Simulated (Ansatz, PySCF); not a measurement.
This Ansatz (an electronic-structure program) input computes a PBE/def2-TZVPD energy:

Ansatz 0.2 input:
```yaml
crystal:
  periodic: [false, false, false]
  atoms:
    - {symbol: O, position_ang: [-1.05613991, -0.38056162, -0.01204272]}
    - {symbol: C, position_ang: [0.01219483, 0.60892406, -0.01345114]}
    - {symbol: O, position_ang: [1.11918472, 0.07877032, 0.02005673]}
    - {symbol: H, position_ang: [-0.57752748, -1.23921390, 0.01659471]}
basis:
  gaussian:
    orbitals: def2-TZVPD
hamiltonian:
  xc: {name: PBE}
total_charge: -1
output: {forces: true}
```

Problem. Write an input for the same energy in PySCF and say what it gives.

Solution. 
```python
from pyscf import gto, scf, dft

mol = gto.M(
    atom='''
    O    -1.05613991   -0.38056162   -0.01204272
    C     0.01219483    0.60892406   -0.01345114
    O     1.11918472    0.07877032    0.02005673
    H    -0.57752748   -1.23921390    0.01659471
    ''',
    basis='def2-tzvpd',
    charge=-1,
    spin=0,
    verbose=4,
)

mf = dft.RKS(mol, xc='pbe').density_fit(auxbasis='def2-universal-jkfit')
mf.grids.level = 3
mf.conv_tol = 1e-9
mf.max_cycle = 100
mf.max_memory = 1500
mf.kernel()
if not mf.converged:
    mf = mf.newton()
    mf.kernel(mf.make_rdm1())
mf.analyze()
```
It gives -189.03626 Eh, and Ansatz -189.03621 Eh, a difference of 0.05 mEh, from the treatment of integrals and grids.

It need not be the lowest isomer of its formula. Whether it binds its extra electron was not tested at this geometry.
